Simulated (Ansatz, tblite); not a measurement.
# The cluster Cu2F: a ladder of methods and basis sets

Aim: run the doublet of the cluster Cu2F at one geometry on many levels, and compare frontier levels, spin and run time.

The runs use Ansatz 0.2.0, Gaussian basis; as each input shows.

Levels to be run: GFN1-xTB, GFN2-xTB, PBE-D4/def2-TZVP, r2SCAN-D4/def2-TZVP, r2SCAN0-D4/def2-TZVP, HF/def2-TZVP, B3LYP-D4/def2-TZVP, LDA/def2-TZVP, CAM-B3LYP-D4/def2-TZVP, PBE-D4/def2-SVP, PBE0-D4/def2-SVP, HF/6-31G, B3LYP-D4/6-31G, PBE0-D4/def2-TZVPD, PBE-D4/def2-TZVPD, r2SCAN-D4/def2-TZVPD, CCSD(T)/def2-TZVPP, MP2/def2-TZVP, RPA/def2-TZVP, CCSD(T)/def2-TZVPD.

2 further runs of the same task are left out: 2 set aside as unsound or not needed. Runs told in other sessions of the task aren't counted.

## 1. The geometry

The doublet was relaxed beforehand with r2SCAN-D4/def2-TZVP. At that level it is the lowest of the isomers that a small search found.

3 atoms, charge 0, spin multiplicity 2.

Bond lengths: Cu1–F3 1.933 Å, Cu2–F3 1.933 Å. Angles: Cu1–F3–Cu2 74.2°.

No spin-orbit coupling is included.

PBE0-D4/def2-TZVP was run before; its log isn't repeated, and its numbers join the tables.

## 2. GFN1-xTB

Tight binding, by tblite at 300 K electronic temperature and without a spin-polarisation term:

```python
tblite.interface.Calculator('GFN1-xTB', numbers, positions, charge=0, uhf=1).singlepoint()
```

Energy -383.7989 eV; 0.002 s.

## 3. GFN2-xTB

Tight binding, by tblite at 300 K electronic temperature and without a spin-polarisation term:

```python
tblite.interface.Calculator('GFN2-xTB', numbers, positions, charge=0, uhf=1).singlepoint()
```

Energy -339.2745 eV; 0.002 s.

## 4. PBE-D4/def2-TZVP

start.molden holds the orbitals of an earlier run on this state, given as this run's starting guess.

File in.yaml:

```yaml
crystal:
  periodic: [false, false, false]
  atoms:
    - {symbol: Cu, position_ang: [0.213969, 0.508936, 1.148362]}
    - {symbol: Cu, position_ang: [0.647454, 0.049359, -1.096300]}
    - {symbol: F, position_ang: [-0.861424, -0.558285, -0.052062]}
basis:
  gaussian: {orbitals: def2-TZVP, initial_orbitals: start.molden}
magnetization: {spin_polarized: true, initial_magnetization: 1}
hamiltonian: {xc: pbe, dispersion: d4}
scf: {omitted_lower_state_checks: [starts]}
output: {forces: true, orbitals: {seedname: orbitals}}
```

Started as:

```console
$ ansatz run in.yaml --threads 4 --pin off --events-out ev --progress --plain --max-ram 3916MiB
```

The runs that follow: r2SCAN-D4/def2-TZVP; r2SCAN0-D4/def2-TZVP; HF/def2-TZVP; B3LYP-D4/def2-TZVP; LDA/def2-TZVP; CAM-B3LYP-D4/def2-TZVP; PBE-D4/def2-SVP; PBE0-D4/def2-SVP; HF/6-31G; B3LYP-D4/6-31G; PBE0-D4/def2-TZVPD; PBE-D4/def2-TZVPD; r2SCAN-D4/def2-TZVPD; CCSD(T)/def2-TZVPP; MP2/def2-TZVP; RPA/def2-TZVP; CCSD(T)/def2-TZVPD.

Before running them: what should the planned runs give, taken together? Wanted: gap in def2-TZVP, named functionals and Hartree-Fock, smallest and largest; correlation energy, CCSD(T)/def2-TZVPP; correlation energy, MP2/def2-TZVP; correlation energy, CCSD(T)/def2-TZVPD; binding an atom, CCSD(T)/def2-TZVPP; ⟨S²⟩ in def2-TZVP, named functionals and Hartree-Fock, smallest and largest; PBE0 total energy, smallest basis above largest.

As calculated:

| quantity | value |
| --- | --- |
| gap in def2-TZVP, named functionals and Hartree-Fock, smallest and largest | 0.49 eV (LDA), 6.31 eV (HF) |
| correlation energy, CCSD(T)/def2-TZVPP | -31.83 eV |
| correlation energy, MP2/def2-TZVP | -29.85 eV |
| correlation energy, CCSD(T)/def2-TZVPD | -27.94 eV |
| binding an atom, CCSD(T)/def2-TZVPP | 1.704 eV |
| ⟨S²⟩ in def2-TZVP, named functionals and Hartree-Fock, smallest and largest | 0.753, 0.774 |
| PBE0 total energy, smallest basis above largest | 16.79 eV (def2-SVP, def2-TZVPD) |

In words: Orbital gaps of the named functionals and Hartree-Fock in def2-TZVP span 0.49 eV (LDA) to 6.31 eV (HF); exact exchange widens it. A small miss in a minimal or small basis is a cancelling of errors, not accuracy. The functionals in def2-TZVP miss CCSD(T)/def2-TZVPP by -0.030 (r2SCAN0-D4) to +0.588 eV (LDA) an atom. CCSD(T)/def2-TZVPP isn't at the basis-set limit; small misses against it rank nothing. Over the named functionals and Hartree-Fock in def2-TZVP spin contamination reaches 0.02 (r2SCAN0-D4), which is small.
